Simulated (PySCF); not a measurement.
allene (C3H4), SMILES C=C=C.

Coordinates come from a PBE0-D3(BJ)/def2-TZVP optimisation.

The numbers are results of TDDFT-ωB97X/def2-SVPD (PySCF), not measurements.

Vertical excitations; the highest root listed may be one member of a degenerate set. Isolated molecule, no solvent. State labels are in the subgroup D2.

Computed UV-visible absorptions:
```
state  symmetry  energy (eV)  λ (nm)      f                          main pairs
-----  --------  -----------  ------  -----  ----------------------------------
S1           B1         6.18     201  0.000  HOMO→LUMO 49 %, HOMO−1→LUMO+1 49 %
S2            A         6.41     194  0.000  HOMO−1→LUMO 49 %, HOMO→LUMO+1 49 %
S3            A         7.61     163  0.000  HOMO→LUMO+1 49 %, HOMO−1→LUMO 49 %
S4           B2         7.78     159  0.044      HOMO−1→LUMO+2 (degenerate set)
S5           B3         7.78     159  0.044        HOMO→LUMO+2 (degenerate set)
S6           B1         8.14     152  1.180  HOMO−1→LUMO+1 47 %, HOMO→LUMO 47 %
S7           B2         9.25     134  0.024        HOMO→LUMO+3 (degenerate set)
S8           B3         9.25     134  0.024      HOMO−1→LUMO+3 (degenerate set)
S9           B3        10.17     122  0.030        HOMO→LUMO+4 (degenerate set)
S10          B2        10.17     122  0.030      HOMO−1→LUMO+4 (degenerate set)
T1            A         4.74     262      0  HOMO→LUMO+1 47 %, HOMO−1→LUMO 47 %
T2           B1         5.02     247      0  HOMO→LUMO 47 %, HOMO−1→LUMO+1 47 %
T3            A         5.88     211      0  HOMO−1→LUMO 49 %, HOMO→LUMO+1 49 %
T4           B1         6.08     204      0  HOMO−1→LUMO+1 49 %, HOMO→LUMO 49 %
```
Triplets are in the Tamm–Dancoff approximation, which puts them higher than full response would, so one can lie above its singlet here.
